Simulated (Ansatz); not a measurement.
**NH (singlet): the correlation ladder at distance N1–H2 = 1.038 Å, aug-cc-pVTZ**

Aim: climb from Hartree-Fock through coupled cluster and multireference methods for NH (singlet) at one geometry and basis, and see what each rung misses.

Program: Ansatz 0.2.0, Gaussian basis. Level of theory: aug-cc-pVTZ, core rule «outside noble gas», up to 1 orbitals frozen. These are calculated values, not measurements.

The runs, in order: UHF; CCSD(T) on RHF; CCSD(T) on UHF; BCCD(T) on RHF; CCSDT(Q) on RHF; CCSDT(Q) on UHF; CCSDTQ on RHF; CASSCF and MRCISD+Q, 2 electrons in 2 orbitals; CASSCF and NEVPT2, 2 electrons in 2 orbitals; CASSCF and MRCISD+Q, 6 electrons in 5 orbitals; CASSCF and NEVPT2, 6 electrons in 5 orbitals; Full CI; Full CI in the symmetry of the determinant.

1 further run of the same task is left out (it didn't finish).

**1. The system**

The geometry derives from a PBE0/def2-TZVP stationary point (not a proven minimum). One bond is set to the value named and the two fragments are kept rigid.

2 atoms, charge 0, spin multiplicity 1.

Atoms are counted from 1 here; the program's logs count them from 0.

Bond lengths: N1–H2 1.039 Å.

As a file:

```xyz
2
HN
N     0.0000    0.0000    0.0000
H     0.0000    0.0000    1.0385
```

**2. UHF**

The input, in.yaml:

```yaml
crystal:
  periodic: [false, false, false]
  atoms:
    - {symbol: N, position_ang: [0.000000, 0.000000, 0.000000]}
    - {symbol: H, position_ang: [0.000000, 0.000000, 1.038535]}
basis:
  gaussian: {orbitals: aug-cc-pVTZ}
magnetization: {spin_polarized: true, initial_magnetization: 0}
hamiltonian: {xc: hf}
output: {orbitals: {seedname: orbitals}}
```

Started as:

```sh
> ansatz run in.yaml --threads 1 --pin off --events-out ev --progress --plain --max-ram 3956MiB --backend cpu
```

The runs that follow: CCSD(T) on RHF; CCSD(T) on UHF; BCCD(T) on RHF; CCSDT(Q) on RHF; CCSDT(Q) on UHF; CCSDTQ on RHF; CASSCF and MRCISD+Q, 2 electrons in 2 orbitals; CASSCF and NEVPT2, 2 electrons in 2 orbitals; CASSCF and MRCISD+Q, 6 electrons in 5 orbitals; CASSCF and NEVPT2, 6 electrons in 5 orbitals; Full CI; Full CI in the symmetry of the determinant.

Before running them: what should the planned runs give, taken together? Wanted: FCI below the RHF energy; RMP2 from FCI; RCCSD from FCI; RCCSD(T) from FCI; RCCSDT(Q) from FCI; NEVPT2 pair from FCI; MRCISD+Q pair from FCI; NEVPT2 valence from FCI; T1 diagnostic.

The runs gave:

```
                         quantity                                                        value
         FCI below the RHF energy                                                   -5.7050 eV
                    RMP2 from FCI                                              +30.31 kcal/mol
                   RCCSD from FCI                                              +12.48 kcal/mol
                RCCSD(T) from FCI                                               +6.74 kcal/mol
               RCCSDT(Q) from FCI                                               -0.36 kcal/mol
             NEVPT2 pair from FCI                                              +13.05 kcal/mol
           MRCISD+Q pair from FCI                                               +0.39 kcal/mol
          NEVPT2 valence from FCI                                              +16.88 kcal/mol
levels within 1 kcal/mol (43 meV)  RCCSDT, RCCSDT(Q), RCCSDTQ, MRCISD+Q pair, MRCISD+Q valence
                    T1 diagnostic                                                        0.008
   effectively unpaired electrons                                                         2.02
```

**Reading.** RCCSD(T) lands +6.74 kcal/mol from the yardstick (5.1 % of the correlation energy). RCCSDT(Q) falls below full CI, which methods that aren't variational can do. With 2.0 effectively unpaired electrons against 0 the state is strongly multireference. Of the multireference levels listed MRCISD+Q valence comes nearest in total energy (+0.38 kcal/mol), which doesn't show that its space is the better one. These misses are within one basis, not against nature.
